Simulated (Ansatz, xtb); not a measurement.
## Two structures of NOSi−

Structure a is `[O-]N=[Si]`, a singlet and structure b is a singlet given by its coordinates. Both are isolated ions in the gas phase, relaxed with PBE0-D3(BJ)/def2-SVPD.

a (Å):

```xyz
3

N     0.0000    0.0000   -0.1221
O     0.0000    0.0000   -1.3593
Si    0.0000    0.0000    1.4814
```

b (Å):

```tsv
atom	x (Å)	y (Å)	z (Å)
N	-0.7460	0.2636	-0.3524
O	0.8927	0.0312	-0.4670
Si	0.1646	0.4548	1.0348
```

Close contacts (Å): N1–O2 1.66, N1–Si3 1.67, O2–Si3 1.72.

**Question.** Estimate which is lower in electronic energy at CCSD(T)/def2-TZVPPD, and by roughly how much.

**Answer.** The CCSD(T)/def2-TZVPPD calculation puts structure a lower, by 13.9 kcal/mol.

How the difference moves with the method:

```csv
level,geometry,E(b) − E(a) (kcal/mol),departure from the last row (kcal/mol),"job, with rough time for the two"
GFN2-xTB,GFN2-xTB,−3.4,−17.2,"optimisation, 0.08 s"
HF/STO-3G,GFN2-xTB,−4.8,−18.6,"single point, 0.22 s"
r2SCAN-D4/def2-SVPD,GFN2-xTB,+24.3,+10.4,"single point, 2.5 s"
PBE0-D3(BJ)/def2-SVPD,PBE0-D3(BJ)/def2-SVPD,+24.4,+10.5,"optimisation, 11 s"
HF/def2-TZVPPD,PBE0-D3(BJ)/def2-SVPD,+5.4,−8.5,part of the CCSD(T) run
MP2/def2-TZVPPD,PBE0-D3(BJ)/def2-SVPD,+23.8,+9.9,part of the CCSD(T) run
CCSD(T)/def2-TZVPPD,PBE0-D3(BJ)/def2-SVPD,+13.9,,"single point, 16 s"
```

GFN2-xTB, HF/STO-3G put the two in the other order. The largest departure from CCSD(T)/def2-TZVPPD is that of HF/STO-3G, 18.6 kcal/mol.

With harmonic frequencies from PBE0-D3(BJ)/def2-SVPD (ideal gas, rigid rotor, one conformer each, 298.15 K, 1 atm): on the last row, ΔE + ΔZPE = +12.3, ΔH = +12.5, ΔG = +10.8 kcal/mol.

The T1 diagnostic of structures a and b is large, so the coupled-cluster value is less sure. The correlated steps freeze 7 core orbitals. Programs: Ansatz 0.2.0, xtb 6.7.1; the last row on 1 thread of Arm Neoverse V1 on a shared host.
